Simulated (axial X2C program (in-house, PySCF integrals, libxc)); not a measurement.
# Outer orbitals of PF at 1.609 Å, HF in the non-relativistic limit (speed of light times 100)

Computed with an in-house all-electron X2C program for linear molecules (integrals from PySCF). The Hamiltonian is the X2C one with the speed of light multiplied by 100, which is the non-relativistic limit. Basis: P dyall-v3z [8s7p2d1f], F dyall-v3z [6s5p2d1f] (cores contracted in-house); Gaussian nuclei, density fitting, unrestricted open shells. Masses: P 30.974 u, F 18.998 u.

The distance is close to the non-rel. PBE0 minimum; the highest filled and lowest empty levels are listed.

Outer orbitals of the state M_S = 1, Λ = 0 (beyond evenly filled blocks: π+α, π-α) with Löwdin shares:

```tsv
symmetry	occupied	ε (eV)	atomic character
σα	yes	-23.74	47% P s, 46% F p, 4% F s
σβ	yes	-21.48	71% F p, 21% P s, 4% F s
π+α	yes	-19.27	89% F p, 7% P p, 3% P d
π-α	yes	-19.27	89% F p, 7% P p, 3% P d
π+β	yes	-18.06	91% F p, 4% P p, 3% P d
π-β	yes	-18.06	91% F p, 4% P p, 3% P d
σα	yes	-17.23	41% F p, 35% P s, 18% P p
σβ	yes	-14.25	59% P s, 24% P p, 14% F p
π+α	yes	-10.39	90% P p, 7% F p
π-α	yes	-10.39	90% P p, 7% F p
π+β	no	1.26	94% P p, 4% F p
π-β	no	1.26	94% P p, 4% F p
σα	no	2.58	76% P p, 15% P d, 3% F p
σβ	no	3.30	73% P p, 14% P d, 6% P s
```

Charges and populations: P 0.33 e (s 5.90 p 8.57 d 0.16 f 0.04), F -0.33 e (s 3.93 p 5.39 d 0.01).

One determinant describes the state; a PBE0 search over occupations chose it and may have missed a lower one.
